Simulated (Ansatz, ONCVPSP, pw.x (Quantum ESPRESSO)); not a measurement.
**Re: one change to the ONCV potential, in the atom and in the bcc crystal**

ONCVPSP 4.0.1.1 (patched build) input, shortened (lines: element, Z, core and valence counts, functional; n l f; lmax; l rc ep ncon nbas qcut; lloc lpopt rc5 dvloc0; l nproj debl; icmod fcfact rcfact), PBEsol, scalar-relativistic:

```
  Re 75.00   10    4  -116133      upf
    1    0    2.00
    2    0    2.00
    2    1    6.00
    3    0    2.00
    3    1    6.00
    3    2   10.00
    4    0    2.00
    4    1    6.00
    4    2   10.00
    4    3   14.00
    5    0    2.00
    5    1    6.00
    5    2    5.00
    6    0    2.00
    2
    0    1.80    0.00    4    7    8.00
    1    2.00    0.00    3    6    8.70
    2    1.90    0.00    4    8    5.50
    4    5    1.30   -1.00
    0    2    0.70
    1    2    1.50
    2    3    3.70
    3    5.50    1.30
```

In the p channel the program set the typed energies aside and used -1.728, 0.250 Ha.

Change: local potential polynomial inside 1.60 bohr (lpopt 5, dvloc0 0 Ha).

Cutoffs, loose and tight: the cutoffs (Ha) at which the residual kinetic energy of the hardest occupied pseudo-wave falls to 1 and 0.1 mHa per electron. They do not see the model core or the augmentation charge, which bear on the density cutoff. Test errors are all-electron minus pseudo excitation energies from the reference, over the configurations 5s2 5p6 5d5 6s1; 5s2 5p6 5d5 6s0; 5s2 5p6 5d4 6s0; 5s2 5p6 5d5 6s1 6p1; variants that change the core or the reference have their own tests.

Crystal test: bcc Re in pw.x 7.5, no spin, 15³ k-points, Fermi–Dirac smearing 0.01 Ry, cutoffs set for each file from its atomic test. The reference is all-electron LAPW (Ansatz 0.2.0) with the same functional, mesh and smearing; V0 and B0 come from Birch–Murnaghan fits to the pressures at five volumes. Errors are pseudo minus all-electron; Δ is the rms difference of the E(V) curves that follow from these fits, minima aligned, over ±6 % about the mean V0. Mesh and smearing are coarse, so the numbers serve the comparison and aren't converged zero-temperature values; the lattice is a test structure that the element need not adopt.

All-electron: a0 = 3.087 Å (V0 = 14.71 Å³/atom), B0 = 377.2 GPa.

Question: Does the change bring the crystal closer to the all-electron result?

Answer: The mean pressure error goes from -5.56 to -3.94 GPa, so the change moves the solid closer to the all-electron pressures.

| quantity | base | changed |
| --- | --- | --- |
| outcome (atom) | generated, projector energies reset by the program | generated, projector energies reset by the program |
| cutoff, loose (atom) | 20 Ha | 20 Ha |
| cutoff, tight (atom) | 32 Ha | 32 Ha |
| bound ghosts (atom) | none | none |
| largest test error (meV) (atom) | -17 | -17 |
| cutoffs in pw.x (Ry) | 75/300 | 75/300 |
| a0 (Å) | 3.072 | 3.076 |
| a0 error (%) | -0.49 | -0.35 |
| B0 error (%) | +1.0 | +0.7 |
| Δ (meV/atom) | 18.0 | 12.7 |
| mean pressure error (GPa) | -5.56 | -3.94 |
